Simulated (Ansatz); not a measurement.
Rutile TiO₂ was calculated with LDA in Ansatz (plane waves, PAW).

Run with plane-wave cutoff 520 eV, 8×8×12 k mesh (along the axes of the cell as run), Fermi–Dirac smearing 0.01 eV, no spin polarisation, scalar-relativistic PAW data made under PBE.

On both sides of the equilibrium volume: at 9.856 Å³/atom the pressure is 5.14 GPa and the direct gap at Γ 1.874 eV; at 10.259 Å³/atom they are -4.56 GPa and 1.849 eV. The fitted bulk modulus is 242 GPa.

**Question.** Work out the volume deformation potential of this gap and its pressure coefficient, in two ways.

**Answer.** a_V = dE_g/d ln V = (1.849 − 1.874)/ln(10.259/9.856) = -0.62 eV. Since dP = −B d ln V, dE_g/dP = −a_V/B = 3 meV/GPa. Straight from the pressures: (1.874 − 1.849)/(5.14 − (-4.56)) = 3 meV/GPa. At this level and over this range the gap at Γ widens under pressure.

Ansatz is a first-principles code.
